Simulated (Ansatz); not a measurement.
Basis-set extrapolation for AlCl (`[Al][Cl]`) (PBE0-D4/def2-TZVP geometry, frozen core, Ansatz). Multiplicity 1, RHF reference.

```json
{"": "HF", "def2-TZVPP": "-701.498642", "def2-QZVPP": "-701.517667"}
{"": "MP2 correlation", "def2-TZVPP": "-0.241709", "def2-QZVPP": "-0.266168"}
{"": "CCSD(T) correlation", "def2-TZVPP": "-0.279206", "def2-QZVPP": "-0.303563"}
```

Energies in hartree. Use E(X) = E(∞) + A·exp(−7.88·√X) for Hartree–Fock and E(X) = E(∞) + B·X^(−2.97) for correlation, with X = 3 and 4.

What is the CCSD(T) energy at the basis-set limit?

HF limit: -701.517667 + (-0.019025) × 0.13774 = -701.52029. Correlation limit: -0.303563 + (-0.024357) × 0.74074 = -0.32161. Total: -701.84190 hartree, 40.2 kcal/mol below CCSD(T)/def2-TZVPP.
